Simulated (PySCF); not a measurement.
## Computed properties of methanol (CH4O), SMILES CO

methanol (CH4O), SMILES CO. The structure is a stationary point at ωB97X-D3(BJ)/def2-TZVP. Other conformers were not sampled. All values are computed for the isolated molecule unless a solvent is named; none is compared with measurement here.

**Structure.** The optimised structure has Cs symmetry. All 12 harmonic modes at ωB97X-D3(BJ)/def2-TZVP (PySCF) are real, so it is a minimum.

**Vibrations.** The strongest infrared lines (harmonic, unscaled, degenerate partners summed) lie at 300 cm⁻¹ (121 km/mol, H 94 %), 1068 cm⁻¹ (100 km/mol, H 69 %, O 18 %, C 13 %), 3078 cm⁻¹ (61 km/mol, H 90 %, C 10 %). The softest mode is at 300 cm⁻¹ and the zero-point energy is 32.4 kcal/mol.

**Electronic structure.** r2SCAN/def2-TZVPD (PySCF) places the frontier levels at -6.62 and 0.36 eV, a gap of 6.98 eV, and gives a dipole moment of 1.61 D and a mean polarisability of 21.5 bohr³. PBE/def2-TZVPD (PySCF) at the same geometry gives -6.29 and -0.43 eV, so its gap is 1.12 eV narrower. An orbital gap is neither the optical nor the fundamental gap.

**Excitations.** TDDFT-ωB97X/def2-TZVPD (PySCF) has S1 at 7.07 eV (175 nm, f = 0.004, weak); the most intense of the 10 singlets computed lies at 10.02 eV (f = 0.08). T1 (TDA) is at 6.81 eV. TDDFT-PBE/def2-TZVPD (PySCF) puts S1 at 5.92 eV. No vertical singlet excitation falls in the visible range (under 3.1 eV).

**NMR.** GIAO shifts at PBE0/pcSseg-2 (PySCF) (non-relativistic, atoms alike by connectivity averaged): ¹³C at 55.8 ppm against TMS; ¹H from -0.2 to 3.6 ppm against TMS.

**Solvation.** SMD-M06-2X/6-31G* (PySCF) gives -4.7 kcal/mol in water, -1.8 kcal/mol in toluene, -2.5 kcal/mol in chlorobenzene (1 M in both phases, gas-phase geometry); of these solvents water holds the molecule best.
